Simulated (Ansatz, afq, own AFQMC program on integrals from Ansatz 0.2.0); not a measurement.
# AFQMC, coupled cluster and functionals along a coordinate of HBr + Br, doublet

```xyz
3

Br    0.0000    0.0000   -1.6132
H     0.0000    0.0000   -0.1926
Br    0.0000    0.0000    1.8058
```

A hydrogen atom is moved from one rigid fragment to the other; the Br1–H2 distance tells how far. The two fragments are held close together, so this isn't a minimum-energy path and the start is a compressed complex. Energies in eV count from this geometry (1.421 Å) at the same level; the start stands on UHF, each point on the determinant named.

Basis cc-pVTZ. Noble-gas cores (and the filled d shells of Ga–Kr and In–Xe) are frozen. Ansatz 0.2.0 and our own AFQMC program on the same integrals; the CISD trial comes from CCSD amplitudes, and released means the phaseless constraint is let go. Uncertainties: one standard error, sampling alone. No spin–orbit coupling.

Cautions, each for one point or more: inner d shell frozen; no relativity below Rb; no spin-orbit coupling; the ph-AFQMC/CISD walk drifts between its halves; unrestricted determinant slightly spin contaminated.

| r(Br1–H2) / Å | det. | T1 | weight | ⟨S²⟩ | CCSD(T) | ph-AFQMC/CISD | CCSDT(Q) | PBE0 | CCSD |
| --- | --- | --- | --- | --- | --- | --- | --- | --- | --- |
| 1.554 | UHF | 0.013 | 0.85 | 0.79 | 0.106 | 0.111 ± 0.008 | 0.101 | 0.026 | 0.130 |
| 1.621 | UHF | 0.015 | 0.85 | 0.82 | 0.186 | 0.185 ± 0.007 | 0.177 | 0.070 | 0.220 |
| 1.688 | UHF | 0.017 | 0.85 | 0.83 | 0.231 | 0.233 ± 0.007 | 0.220 | 0.096 | 0.272 |
| 1.755 | UHF | 0.017 | 0.85 | 0.83 | 0.220 | 0.218 ± 0.007 | 0.210 | 0.090 | 0.260 |
| 1.889 | UHF | 0.012 | 0.86 | 0.78 | 0.076 | 0.076 ± 0.007 | 0.072 | 0.010 | 0.095 |

Weight is that of the determinant in the CISD state; at the start T1 is 0.009 and the weight 0.86, and ⟨S²⟩ is 0.77. Largest departures from CCSDT(Q), at the points where its series has closed: CCSD(T) 0.010 eV at 1.688 (on UHF), ph-AFQMC/CISD 0.013 eV at 1.688 (on UHF) (within the noise), PBE0 -0.124 eV at 1.688, CCSD 0.051 eV at 1.688 (on UHF). Functionals count only at points shown to share the start's state and spin.

Some points may be missing: those where a free walk finds a much lower state, and past Zn most of those on another determinant than at the start.

CCSDT and higher add their correlation energy to the determinant of the CCSD(T) run, since their own runs factorise the integrals more tightly (a shift of under 2 meV). A walk keeps the symmetry of its determinant, which the program's search chose and which needn't be the lowest solution, so a lower state of the same spin and another symmetry isn't excluded.
